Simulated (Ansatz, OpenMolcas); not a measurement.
**Worked example: the enthalpy of formation of CHFO (formyl fluoride)**

The species is CHFO (4 atoms), meant as a singlet with charge 0. SMILES: `O=CF`. The shape is that of a PBE0-D4/def2-TZVP optimisation.

Total energies at B3LYP/def2-TZVPP (OpenMolcas 26.06); the atoms run unrestricted:

| species | state | energy (Eh) |
| --- | --- | --- |
| CHFO | singlet | -213.866822 |
| O | triplet | -75.096275 |
| C | triplet | -37.859478 |
| F | doublet | -99.770150 |
| H | doublet | -0.502154 |

Harmonic wavenumbers at PBE0-D4/def2-TZVP, in cm⁻¹: 677, 1044, 1110, 1371, 1921, 3095.

Measured heats of formation of the gaseous atoms at 298.15 K, in kJ/mol: O 249.2, C 716.9, F 79.4, H 218.0. Spin-orbit lowering of the atoms at 298 K (mean of the ground term's levels less their thermal mean, from spectra), in kJ/mol: O 0.40, C 0.02, F 1.29. Take 1 Eh = 2625.50 kJ/mol, 1 cm⁻¹ = 0.0119627 kJ/mol, RT = 2.479 kJ/mol.

Task: What heat of formation follows?

Result: 
1. Electronic atomisation energy: (-75.096275) + (-37.859478) + (-99.770150) + (-0.502154) − (-213.866822) = 0.638765 Eh = 1677.1 kJ/mol.
2. Zero-point energy: half the sum of the wavenumbers, 4609 cm⁻¹ = 55.1 kJ/mol.
3. Thermal vibrational enthalpy, Σ hcν̃/(exp(hcν̃/kT) − 1): 0.5 kJ/mol. Translation, rotation and pV of a non-linear molecule: 4 RT = 9.9 kJ/mol.
4. The 4 free atoms carry 5/2 RT each: 24.8 kJ/mol.
5. Spin-orbit coupling lowers the free atoms by 0.40 + 0.02 + 1.29 = 1.7 kJ/mol.
6. Atomisation enthalpy at 298 K: 1677.1 − 1.7 − 55.1 − 0.5 − 9.9 + 24.8 = 1634.7 kJ/mol.
7. Sum of the atoms' heats of formation: 1263.5 kJ/mol. Heat of formation: 1263.5 − 1634.7 = -371.2 kJ/mol.

The tabulated value is -382.5 kJ/mol (Active Thermochemical Tables), so this level is off by +11.3 kJ/mol, or 0.7 % of the atomisation enthalpy. Anharmonicity and any spin-orbit splitting of the molecule are left out.
